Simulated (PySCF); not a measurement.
# One molecule, a ladder of functionals, a line

Molecule: `[H]/N=C/[SiH3]`, CH$_{5}$NSi.

Structure with atom numbers: `[H]/[N:1]=[CH:2]/[SiH3:3]`; H(Xn) means a hydrogen on atom n.

GIAO shieldings (ppm, equivalent atoms averaged) in PySCF on the PBE0-D3(BJ)/def2-SVP geometry, basis pcSseg-2, gas phase, non-relativistic:

```csv
functional,exact exchange (%),σ(C2),σ(Si3)
BLYP,0,-23.1,388.8
BP86,0,-18.5,398.7
PBE,0,-19.2,400.4
PBE0,25,-14.9,413.3
mPW1PW91,25,-15.4,411.5
BHandHLYP,50,-14.7,415.7
HF,100,-3.1,446.7
```

Task: Fit each shielding as a line in the percentage of exact exchange.

Result: σ(C2) = -20.2 + 0.16 x (rms 1.8 ppm); σ(Si3) = 396.8 + 0.49 x (rms 4.4 ppm). The functionals also differ in their semilocal parts, which the line can't hold; Hartree–Fock has no correlation at all.

Task: What does the line predict for B3LYP (20 %), and what does the run give?

Result: σ(C2): -17.0 predicted, -20.0 computed; σ(Si3): 406.6 predicted, 399.5 computed ppm.
